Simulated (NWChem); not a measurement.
## Correlation energy of Be

```
Be
```
Charge 0, spin multiplicity 1.

All runs are NWChem calculations.

Basis set: cc-pVQZ. Each correlation energy counts from its own Hartree-Fock reference.

The correlated methods keep 1 core orbital frozen. No row is a measurement; the coupled-cluster row has its own basis-set and correlation limits.

Task: Order these methods by the correlation energy they give, lowest first: CR-CCSD[T], SCS-MP2, MP2.

Result: CR-CCSD[T] (-46.0 mHa), SCS-MP2 (-35.3 mHa), MP2 (-29.4 mHa)
